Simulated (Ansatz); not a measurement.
C (P6₃/mmc, No. 194, 12 atoms in the cell; start mp-606949): properties by level of theory

| level (code) | equilibrium lattice constant a (Å) | lattice parameter c (Å) |
|---|---|---|
| LDA (Ansatz) | 2.445 | 20.453 |
| PBE-D3(BJ) (Ansatz) | 2.465 | 20.600 |
| r²SCAN+rVV10 (Ansatz) | 2.455 | 20.415 |

Caveats: the relaxation could not lower the start's symmetry, so the cell can be a saddle point above a distorted one (LDA, PBE-D3(BJ), r²SCAN+rVV10). Ansatz's density-functional and Hartree–Fock values are scalar-relativistic unless marked +SOC, with PAW data made under PBE.

The computed numbers hold no vibrational or temperature effects.

A start named mp-… is a Materials Project structure, which need not be a measured phase.

Ansatz is a program for electronic structure.
